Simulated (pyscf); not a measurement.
**Concerted two-bond exchange: CH₄ (SMILES C) + HZn–SeH (SMILES [ZnH][SeH]) → H₃C–Zn–SeH (SMILES [CH3][Zn][SeH]) + H₂ (SMILES [H][H])**

Gas phase, singlet surface, charge 0. Bonds broken: C1–H6, Zn2–H8. Bonds formed: C1–Zn2, H6–H8. Optimised with ωB97X-D3(BJ)/def2-SVP in PySCF.

Transition state (Å):

```xyz
9

C      0.0095    -0.3993    -0.6107
Zn     0.4818     1.5132     0.2502
H     -0.7811    -0.7657     0.0660
H      0.9371    -0.9683    -0.4285
H     -0.3150    -0.6482    -1.6364
H     -0.0001     0.9959    -1.2145
Se     1.1571     2.3789     2.2376
H      0.0815     2.0847    -1.3713
H      1.1857     1.0579     2.8772
```

One imaginary mode, 1638i cm⁻¹; descent along it reached the two sides named.

```json
[
 {"bond": "C1–H6", "change": "breaks", "reactant side (Å)": "1.099", "saddle": "1.520", "product side": "3.3"},
 {"bond": "Zn2–H8", "change": "breaks", "reactant side (Å)": "1.540", "saddle": "1.765", "product side": "2.8"},
 {"bond": "C1–Zn2", "change": "forms", "reactant side (Å)": "3.0", "saddle": "2.150", "product side": "1.943"},
 {"bond": "H6–H8", "change": "forms", "reactant side (Å)": "2.9", "saddle": "1.103", "product side": "0.761"}
]
```

Electronic energies relative to the separated reactants (kJ/mol):

```tsv
level	barrier	reaction energy	reverse barrier
ωB97X-D3(BJ)/def2-TZVP	214.3	+36.8	177.5
PBE/def2-TZVP	198.1	+36.7	161.4
r²SCAN/def2-TZVP	198.0	+37.6	160.4
B3LYP-D3(BJ)/def2-TZVP	219.4	+40.1	179.3
PBE0-D3(BJ)/def2-TZVP	201.3	+39.0	162.3
M06-2X/def2-TZVP	211.2	+32.5	178.7
ωB97M-D3(BJ)/def2-TZVP	219.9	+42.3	177.7
HF/def2-TZVP	287.5	+65.3	222.2
```

With ωB97M-D3(BJ)/def2-TZVP energies and thermal terms (ideal gas, 1 atm, RRHO with modes under 100 cm⁻¹ raised to 100, one conformer, R ln 2 for chiral ones without a mode under 150 cm⁻¹), in kJ/mol:

```
T (K)    ΔH‡    ΔG‡     ΔH     ΔG
-----  -----  -----  -----  -----
298    210.7  248.0  +32.6  +34.4
600    213.2  285.0  +38.5  +33.9
900    217.1  320.1  +42.8  +30.6
1200   221.0  353.9  +45.8  +26.0
```

At the saddle there is also a short H–Zn contact that neither side keeps. This saddle turned up in a search for another step; its sides and bond changes are read from the two ends of the descent. One saddle was located; it need not be the lowest between these sides. Elements up to Kr have no core potential and no relativistic terms here.
